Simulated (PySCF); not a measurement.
Orbital energies and ionisation energy

Species: borane phosphine, BH6P.
Numbering: `[BH3-:1][PH3+:2]` (hydrogens: H3, H4, H5 on B1; H6, H7, H8 on P2)

Cartesian coordinates in Å at the PBE0-D3(BJ)/def2-SVP level; atoms count from 1:
```
atom  x, y, z in Å
B1    -1.0738   -0.1578    0.0068
P2     0.8314    0.1008   -0.0307
H3    -1.4589    0.6410    0.8453
H4    -1.2045   -1.3294    0.3214
H5    -1.4160    0.1012   -1.1362
H6     1.3193    1.3832   -0.3845
H7     1.5950   -0.6965   -0.9190
H8     1.5640   -0.1092    1.1640
```

Level: CAM-B3LYP/def2-SVPD (PySCF). Frontier orbitals with their largest atomic shares (Löwdin; up to four atoms above 4 %):

```json
{"orbital": "HOMO−3", "ε (eV)": "-13.75", "main atoms": "P2 46 %, H8 27 %, H6 13 %, H7 6 %"}
{"orbital": "HOMO−2", "ε (eV)": "-10.36", "main atoms": "B1 33 %, P2 32 %, H4 8 %, H3 8 %"}
{"orbital": "HOMO−1", "ε (eV)": "-9.98", "main atoms": "?"}
{"orbital": "HOMO", "ε (eV)": "-9.97", "main atoms": "?"}
{"orbital": "LUMO", "ε (eV)": "0.76", "main atoms": "P2 32 %, B1 21 %, H6 14 %, H7 14 %"}
{"orbital": "LUMO+1", "ε (eV)": "1.50", "main atoms": "P2 45 %, H6 18 %, H7 15 %, H8 9 %"}
{"orbital": "LUMO+2", "ε (eV)": "1.51", "main atoms": "P2 44 %, H8 22 %, H7 12 %, B1 8 %"}
```

Question: What vertical ionisation energy does ΔSCF give, and how far is −ε(HOMO) from it?

Answer: ΔSCF: 11.08 eV (1069 kJ/mol; threshold wavelength 112 nm); ⟨S²⟩ of the doublet left behind is 0.759, against 0.75 for a pure doublet. −ε(HOMO) is 9.97 eV, 1.11 eV below it. For the exact functional −ε(HOMO) would equal the first vertical ionisation energy; CAM-B3LYP (range-separated hybrid) falls short of its own ΔSCF value by 10 %.

Question: On which atoms does the HOMO lie?

Answer: HOMO: B1 42 %, H4 21 %, H5 21 %, P2 9 %; HOMO−1: B1 42 %, H3 27 %, H5 10 %, P2 9 %. These 2 orbitals lie within 0.02 eV of one another. The HOMO−2 lies 0.39 eV lower.

Question: With α = 47.6 au, estimate the like-pair dispersion coefficient by London's formula C6 = (3/4)α²I.

Answer: I = 0.4073 Eh, so C6 ≈ 693 au, a rough estimate.

Question: What total energies stand behind the ΔSCF value?

Answer: E(N) = -369.63688 Eh and E(N − 1) = -369.22956 Eh at the same geometry, 0.40732 Eh apart.

Question: What kinetic energy would electrons from this vertical process carry with 118.2 nm light (10.49 eV)?

Answer: The photon is 0.59 eV short of the vertical value.

Geometry: PBE0-D3(BJ)/def2-SVP; no solvent, vibrations or thermal averaging.
